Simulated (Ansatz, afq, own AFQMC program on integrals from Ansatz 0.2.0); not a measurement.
**Ga, doublet → Ga⁻, triplet**

A free Ga atom.

E(triplet, charge -1) − E(doublet, charge +0) at this geometry, on UHF and UHF determinants.

Basis aug-cc-pVTZ. Noble-gas cores (and the filled d shells of Ga–Kr and In–Xe) are frozen. Integrals, coupled cluster, full CI and functionals: Ansatz 0.2.0; the random walks run on the same integrals in our own AFQMC program. The CISD trial takes its coefficients from CCSD amplitudes. Released means that phaseless walkers are propagated on without the constraint, phases kept. Error bars are statistical, one sigma. No spin–orbit coupling. The errors of all members are added in quadrature.

Full CI on the same integrals is exact in this basis and with this determinant's frozen core.

Errors are counted within aug-cc-pVTZ, not against nature.

Cautions: inner d shell frozen; no relativity below Rb; no spin-orbit coupling; Ga⁻ (triplet): the released energies are still falling, so no released level is given (meV from the phaseless value at times in 1/Eh: -2.2 ± 1.6 at 0.24, -3.6 ± 1.4 at 0.51, -5.3 ± 1.4 at 0.99, -7.1 ± 1.1 at 1.62, -10 ± 4 at 2.40), though the last usable value meets full CI within the noise.

```json
{"level": "HF", "vertical energy of electron attachment (kJ/mol)": "4.1"}
{"level": "CCSD", "vertical energy of electron attachment (kJ/mol)": "-28.3"}
```

(1) From these cheaper values, estimate the vertical energy of electron attachment at the reference level in aug-cc-pVTZ.

(1) -33.5 kJ/mol (full CI in aug-cc-pVTZ).

```csv
level,vertical energy of electron attachment (kJ/mol),error against FCI (kJ/mol)
MP2,-26.3,7.2
CCSD(T),-32.2,1.3
ph-AFQMC/HF,-32.8 ± 1.8,0.7 ± 1.8
ph-AFQMC/CISD,-32.6 ± 0.2,0.9 ± 0.2
```

Correlation beyond CCSD(T) takes off 1.3 kJ/mol. The perturbative (T) step is worth −3.9 kJ/mol.

A walk keeps the symmetry of its determinant, which the program's search chose and which needn't be the lowest solution, so a lower state of the same spin and another symmetry isn't excluded.
